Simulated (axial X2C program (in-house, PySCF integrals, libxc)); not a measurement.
Low determinants of BF⁻ at the PBE0 level, two-component

All values were computed with an in-house all-electron X2C program for linear molecules (integrals from PySCF). Two-component (2c) means X2C with spin–orbit coupling and atomic mean-field two-electron Coulomb and Gaunt terms. Basis: F dyall-av3z [7s6p3d2f], B dyall-av3z [8s7p3d2f] (cores contracted in-house); Gaussian nuclei, density fitting, unrestricted open shells. Masses: F 18.998 u, B 11.009 u.

Search at 1.297 Å (vertical energies from the lowest determinant):

```
ΔE (eV)    state  electrons beyond evenly filled partner blocks  electrons in ±ω = 1/2, 3/2, 5/2, 7/2
   0.00  Ω = 1/2                                        ω = 1/2                              13 2 0 0
   0.00  Ω = 3/2                                        ω = 3/2                              12 3 0 0
   3.44  Ω = 5/2                           2 × ω = 1/2, ω = 3/2                              12 3 0 0
   3.58  Ω = 7/2                           ω = 1/2, 2 × ω = 3/2                              11 4 0 0
   3.90  Ω = 5/2                                        ω = 5/2                              12 2 1 0
   4.23  Ω = 1/2                          2 × ω = -1/2, ω = 3/2                              12 3 0 0
   4.85  Ω = 3/2                                    3 × ω = 1/2                              13 2 0 0
```

Lowest determinant, Ω = 1/2 (⟨Sz⟩ = -0.50, ⟨Lz⟩ = 1.00 at PBE0): Re = 1.292 Å, ωe = 1200.4 cm⁻¹.

The determinant in row 2 of the search, Ω = 3/2 (⟨Sz⟩ = 0.50, ⟨Lz⟩ = 1.00 at PBE0), was followed along the bond at PBE0; measured from the minimum of the lowest determinant it gives:

Te = 0.002 eV (14 cm⁻¹), Re = 1.291 Å, ωe = 1201.0 cm⁻¹.

Q: Compare the bond of the determinant in row 2 with that of the lowest one.

A: At PBE0 its Re is 0.001 Å shorter and its force constant, which goes as ωe², is 1.00 times that of the lowest determinant. T0 ≈ Te + Δωe/2 = 14 + (0) = 14 cm⁻¹.

The search compares states at one distance, so a state with another bond length can lie lower; it is not exhaustive and yields mostly the lowest determinant of each block pattern, so other components and higher states of one pattern are missing. These are energies of single determinants, not of spin-adapted states; PBE0 term energies can be off by some tenths of an eV, and the functional has no current term. The lowest determinant need not be the ground state where others lie within half an eV. For an anion, determinants above electron detachment are held by the basis set. Row 1 has a positive highest level at its minimum. Row 2 has a positive highest level at its minimum.
